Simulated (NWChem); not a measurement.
CS; SMILES [S+]#[C-]

```xyz
2

C      0.0000     0.0000    -1.1122
S      0.0000     0.0000     0.4171
```
Atoms are numbered in this order, from 1.

Computed with NWChem. Medium grid unless said otherwise, to which SCAN and Minnesota functionals are sensitive. Coordinates come from a PBE0-D3(BJ)/def2-TZVP optimisation.

### Question
Order these by “highest occupied level (eV)”, lowest first: r2SCAN/def2-SVP; B97-D/def2-SVP; M05-2X/def2-SVP; PBE0/def2-SVP; B3LYP/def2-SVP.

### Answer
M05-2X/def2-SVP (-10.22), PBE0/def2-SVP (-8.80), B3LYP/def2-SVP (-8.47), r2SCAN/def2-SVP (-7.66), B97-D/def2-SVP (-7.26)
